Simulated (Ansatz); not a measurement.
What does this script print? It uses Ansatz 0.2.0, Python API.

`torsion.py`:
```python
# -*- coding: utf-8 -*-
'''Energy of C3H4OS as one group turns about a bond.'''

import ansatz as az
from ase import Atoms

BASIS_SET = 'def2-SVP'
FUNCTIONAL = 'r2SCAN'
VDW = 'd4'
FORCE_TOL = 0.02


def main():
    atoms = Atoms(['S', 'C', 'C', 'C', 'O', 'H', 'H', 'H', 'H'], positions=[
        [-0.0773, 2.423, -0.5144],
        [-0.8841, 0.9978, -0.292],
        [-0.0829, -0.1953, -0.5175],
        [0.8127, -0.7965, 0.6244],
        [-0.5187, -1.3569, 0.2021],
        [-1.9344, 0.8795, -0.0027],
        [0.3185, -0.3736, -1.5139],
        [1.67, -1.352, 0.3764],
        [0.7847, -0.2722, 1.6205],
    ])

    # relax first, so that the scan starts from a minimum
    first = az.Crystal.molecule_from_ase(atoms).calculation()
    first = first.basis(gaussian=BASIS_SET)
    first = first.functional(FUNCTIONAL, dispersion=VDW).relax(force_tolerance=FORCE_TOL, max_steps=80)
    atoms.positions = first.run().report['positions_ang']

    start = atoms.get_dihedral(3, 2, 1, 0)
    energies = {}
    for turn in range(0, 360, 30):
        turned = atoms.copy()
        turned.set_dihedral(3, 2, 1, 0, start + turn, indices=[0, 1, 5])
        calculation = (
            az.Crystal.molecule_from_ase(turned).calculation()
            .basis(gaussian=BASIS_SET)
            .functional(FUNCTIONAL, dispersion=VDW)
        )
        energies[round((start + turn) % 360)] = calculation.run().report['free_energy_ev']
    floor = min(energies.values())
    print('dihedral C3-C2-C1-S0 (deg)   E - E(min) (kcal/mol)')
    for angle, e in sorted(energies.items()):
        print(f'{angle:8d} {23.060548 * (e - floor):14.3f}  ' + '#' * int(30 * (e - floor) / max(max(energies.values()) - floor, 1e-9)))


if __name__ == '__main__':
    main()
```

Output of `python torsion.py`:
```text
dihedral C3-C2-C1-S0 (deg)   E - E(min) (kcal/mol)
      18          6.470  ####################
      48          7.066  ######################
      78          5.673  ##################
     108          2.045  ######
     138          0.000
     168          2.259  #######
     198          7.071  ######################
     228          9.354  ##############################
     258          6.700  #####################
     288          3.256  ##########
     318          2.355  #######
     348          4.457  ##############
```

The scan is rigid and the energies are electronic, in a modest basis. With rigid groups the curve can differ much from the relaxed path, the start wasn't checked as a minimum of this torsion, and equivalent turns needn't return to the same energy. Run time: 95 s on 1 thread of Arm Neoverse V2 (shared host), peak memory 0.22 GiB.
